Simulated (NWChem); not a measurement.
# [HF2]− (SMILES F[H-]F): BP86/aug-cc-pVDZ (density fitting with weigend coulomb fitting)

We compute a structure relaxation of [HF2]−. 

The results are computed with NWChem 7.3.0.

### 1 Starting point

[HF2]− has 3 atoms, charge -1, and is taken as a singlet. As SMILES, `F[H-]F`. The shape is that of a PBE0-D4/def2-TZVPD optimisation. The run starts from this shape.

A long bond or contact: F1–H2 1.143 Å.

### 2 A structure relaxation at BP86/aug-cc-pVDZ (density fitting with weigend coulomb fitting)

File f2h.nw:

```
start f2h
memory 2200 mb
charge -1
geometry units angstroms
   F       -0.973200       0.344400      -0.491000
   H        0.000000       0.000000       0.000000
   F        0.973200      -0.344400       0.491000
end
basis spherical bse
   * library aug-cc-pVDZ
end
basis "cd basis" spherical
   * library "weigend coulomb fitting"
end
dft
   xc becke88 perdew86
   grid fine
   convergence energy 1e-08
   iterations 100
   mulliken
   noprint "final vectors analysis"
end
driver
   tight
   maxiter 40
end
task dft optimize
```

Run with:

```console
$ nwchem f2h.nw > f2h.out
```

What values should one expect? Wanted: total energy at the end.

**Answer.** As computed:

Level: BP86/aug-cc-pVDZ (density fitting with weigend coulomb fitting).

| quantity | value |
| --- | --- |
| total energy at the end | -200.40197 Eh |

**Reading.** At the final geometry: A long bond or contact: F1–H2 1.167 Å. The optimisation took 7 steps and changed the energy by -0.014 eV.
